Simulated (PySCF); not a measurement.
# FCI/STO-3G run of BSiH4 (SMILES B[SiH2])

What is the energy change on altering one bond length of BSiH4 at FCI/STO-3G? 

Program for the calculation: PySCF 2.14.0.

12 further runs of the same task are left out: 2 that didn't finish, 10 set aside as unsound or not needed.

### 1 The system as given

BSiH4 has 6 atoms, charge 0, and is taken as a doublet. As SMILES, `B[SiH2]`. The coordinates come from a GFN2-xTB relaxation.

Bond lengths: B1–Si2 1.878 Å, B1–H3 1.178 Å, B1–H4 1.178 Å, Si2–H5 1.473 Å, Si2–H6 1.473 Å. Angles: B1–Si2–H5 129.0°, B1–Si2–H6 128.8°, Si2–B1–H3 121.2°, Si2–B1–H4 121.3°, H5–Si2–H6 102.3°, H3–B1–H4 117.5°.

### 2 The energy at FCI/STO-3G

Contents of job.py:

```python
from pyscf import gto, mcscf

mol = gto.M(
    atom='''
B     -0.006973    -1.959986     0.216695
Si     0.008371     1.567698    -0.173779
H     -1.381333    -2.956023     1.655967
H      1.355784    -3.259985    -0.968522
H      1.564920     3.134980    -1.867163
H     -1.540750     3.473317     1.136784
''',
    verbose=3,
    basis='sto-3g',
    spin=1,
    unit='bohr',
    max_memory=1860,
)

mf = mol.ROHF()
mf.conv_tol = 1e-10
mf.kernel()
if not mf.converged:
    mf = mf.newton().run(mf.mo_coeff, mf.mo_occ)

cas = mcscf.CASCI(mf, mf.mo_coeff.shape[-1] - 6, (mol.nelec[0] - 6, mol.nelec[1] - 6))  # full CI above the frozen core
cas.fix_spin_(ss=0.75)
cas.kernel()
e_tot = cas.e_tot
print(f'total energy: {e_tot:.8f} hartree')
```

Started as:

```sh
$ OMP_NUM_THREADS=1 python job.py
```

Standard output:

```text
converged SCF energy = -312.211185810621
CASCI E = -312.315226509930  E(CI) = -21.2381139440607  S^2 = 0.7500000
total energy: -312.31522651 hartree
```

Run time: 7.2 s. Hardware: 1 thread of Intel Xeon Platinum 8488C (Sapphire Rapids), shared host; peak memory 0.28 GiB.

### 3 The distorted shape, same level

Contents of input.py:

```python
from pyscf import gto, scf, mcscf

mol = gto.Mole()
mol.atom = [
    ('B', (-1.301754, 0.201106, 1.243623)),
    ('Si', (-1.293634, 2.067876, 1.036993)),
    ('H', (-2.029034, -0.325974, 2.005253)),
    ('H', (0.717450, -1.725110, -0.512520)),
    ('H', (-0.469944, 2.897246, 0.140893)),
    ('H', (-2.113394, 3.076286, 1.730513)),
]
mol.max_memory = 1860
mol.charge = 0
mol.basis = 'sto-3g'
mol.spin = 1
mol.verbose = 4
mol.build()

myscf = scf.ROHF(mol)
myscf.conv_tol = 1e-10
myscf.kernel()
if not myscf.converged:
    myscf = myscf.newton().run(myscf.mo_coeff, myscf.mo_occ)

cas = mcscf.CASCI(myscf, myscf.mo_coeff.shape[-1] - 6, (mol.nelec[0] - 6, mol.nelec[1] - 6))  # full CI above the frozen core
cas.fix_spin_(ss=0.75)
cas.kernel()
etot = cas.e_tot
print('E = %.10f Eh' % etot)
```

Started as:

```sh
$ OMP_NUM_THREADS=1 python input.py
```

Standard output:

```text
PySCF version 2.14.0

[... 82 lines left out ...]
converged SCF energy = -311.940815130152
[... 1 line left out ...]
******** <class 'pyscf.mcscf.casci.CASCI'> ********
CAS (6e+5e, 12o), ncore = 6, nvir = 0
natorb = False
canonicalization = True
sorting_mo_energy = False
******** <class 'pyscf.fci.addons.SpinPenaltyFCISolver'> ********
max. cycles = 200
conv_tol = 1e-08
davidson only = True
linear dependence = 1e-12
level shift = 0.001
max iter space = 12
nroots = 1
pspace_size = 400
spin = None
Density matrix diagonal elements [1.97280309 1.96696471 1.9644823  1.9611063  0.93650957 1.00941707
 0.99220594 0.0763873  0.04832446 0.0315131  0.01935244 0.02093372]
CASCI converged
CASCI E = -312.113767885832  E(CI) = -19.6272613158786  S^2 = 0.7500000
E = -312.1137678858 Eh
```

It took 14 s on 1 thread of Intel Xeon Platinum 8488C (Sapphire Rapids), shared host; peak memory 0.28 GiB.

### 4 What came out

Level: FCI/STO-3G, 6 core orbitals frozen.

```
                                                         quantity          value
                                        first shape: total energy  -312.31523 Eh
                first shape: dipole moment (Hartree–Fock density)         0.69 D
         first shape: correlation energy (6 core orbitals frozen)     -104.0 mEh
                                    distorted shape: total energy  -312.11377 Eh
            distorted shape: dipole moment (Hartree–Fock density)         1.14 D
     distorted shape: correlation energy (6 core orbitals frozen)     -173.0 mEh
energy change with the B1–H4 bond stretched from 1.178 to 3.297 Å       5.482 eV
```

**Reading.** With the B1–H4 bond stretched from 1.178 to 3.297 Å the energy rises by 5.48 eV (529 kJ/mol). The first shape isn't relaxed at this level, so the change isn't measured from a minimum. The minimal basis adds a large error of its own. Mulliken charges (distorted shape) of the mean-field density run from -0.17 on H5 to +0.40 on Si2.
